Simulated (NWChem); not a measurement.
Correlation energy of Al (+1)

```xyz
1

Al     0.0000     0.0000     0.0000
```
Charge +1, spin multiplicity 1.

All runs are NWChem calculations.

Basis set: def2-QZVP. Each correlation energy counts from its own Hartree-Fock reference.

The correlated methods keep 5 core orbitals frozen. Coupled-cluster values serve here as a point of comparison, not as the truth.

Question: For the correlation energy, CCSD gives -40.3 mHa and CR-CCSD(T) gives -40.3 mHa. What do MP2, SCS-MP2 give?

Answer: MP2: -29.4 mHa; SCS-MP2: -35.3 mHa.
